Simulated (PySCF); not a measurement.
## What binds AlO⁺: the parts of the energy along the bond

State: ³Π, triplet, unpaired electrons σ ↑, π ↑. ROHF-based CCSD(T) in PySCF 2.14 with Al cc-pV(T+d)Z, O cc-pVTZ and Al cc-pV(Q+d)Z, O cc-pVQZ (frozen core orbitals: 6; no relativity). Correlation energies are extrapolated as n⁻³ (n = 3, 4), Hartree–Fock as (n+1)·exp(−9√n). CV is the change on freezing 1 orbitals instead, in Al cc-pwCVTZ, O cc-pwCVTZ. SR is the spin-free X2C energy in Al cc-pVTZ-DK, O cc-pVTZ-DK less the non-relativistic one in Al cc-pVTZ, O cc-pVTZ. All energies in eV from Al⁺ + O.

```csv
R (Å),HF/CBS,CCSD corr.,(T),CV,SR,total
1.5326,0.157,-0.679,-0.1251,0.0279,0.0216,-0.598
1.6023,-0.198,-0.737,-0.1392,0.0449,0.0233,-1.006
1.6719,-0.318,-0.798,-0.1545,0.0567,0.0240,-1.190
1.7416,-0.274,-0.864,-0.1707,0.0640,0.0238,-1.221
1.8113,-0.117,-0.936,-0.1876,0.0672,0.0228,-1.151
1.8983,0.178,-1.039,-0.2085,0.0661,0.0208,-0.982
1.9854,0.533,-1.160,-0.2255,0.0595,0.0178,-0.776
```

A fit to the total gives Re = 1.7238 Å, De = 1.225 eV, ωe = 789.8 cm⁻¹, Be = 0.5650 cm⁻¹ (masses 26.9815 and 15.9949 u).

At R = 1.7416 Å the CCSD correlation energy is -0.232637 hartree in the smaller basis and -0.249127 in the larger. Extrapolate it.

(4³·E4 − 3³·E3)/(4³ − 3³) = -0.26116 hartree; the larger basis holds 95.4 % of it.

The T1 diagnostic is 0.034. The state was picked by a PBE0 search and need not be the measured ground state. Spin–orbit coupling, excitations beyond (T) and corrections to the Born–Oppenheimer picture are left out.
